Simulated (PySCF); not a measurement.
Compound: PH (triplet state).
Geometry (PBE0-D3(BJ)/def2-SVP, Å), atoms numbered from 1 in this order:
```
atom  x, y, z in Å
P1     0.722   -0.006   -0.005
H2    -0.716    0.009   -0.023
```

The species is `[PH]` [triplet].

Computed, not measured: UKS B3LYP, IGLO-III on P, pcH-1 on H, non-relativistic, mean-field spin-orbit, GIAO (PySCF 2.14.0). Isolated species at its PBE0-D3(BJ)/def2-SVP geometry, gas phase.

(1) What is the g tensor, term by term?

(2) What effective moment and Curie constant follow for a powder at temperatures where kT is far above the zero-field splitting?

(3) At 93.751 GHz, how far is the centre of the isotropic spectrum from where a free electron (g = 2.002319) resonates, zero-field splitting left aside?

Answers

(1) 
```
                    Δg (ppm)     1     2     3
relativistic mass correction  -162  -162  -162
            gauge correction    36    13    13
   orbital Zeeman/spin–orbit     0  4519  4519
                       total  -126  4370  4370
```

So g = 2.00219, 2.00669, 2.00669 and g_iso = 2.00519; the tensor is axial. Axes: g1 lies along the molecular axis. With S = 1 there is also a zero-field splitting, D = +4.72 cm⁻¹, to set against the quantum of 0.317 cm⁻¹ at 9.5 GHz.

(2) With the mean of g² = 4.0208 and S(S+1) = 2.00: μ_eff = √(⟨g²⟩S(S+1)) = 2.836 μB and χT = 0.12505·⟨g²⟩·S(S+1) = 1.006 cm³ K/mol (cgs; spin-Hamiltonian part alone).

(3) B = hν/(g μB) with μB/h = 13.99624 MHz/mT gives 3345.27 mT for the free electron and 3340.48 mT at g_iso, 4.79 mT lower.

The largest Mulliken spin populations are on P1 (+2.06) and H2 (-0.06). P1 is the only atom above +0.15.

The HOMO–LUMO gaps are 7.72 eV among the α and 5.68 eV among the β orbitals.
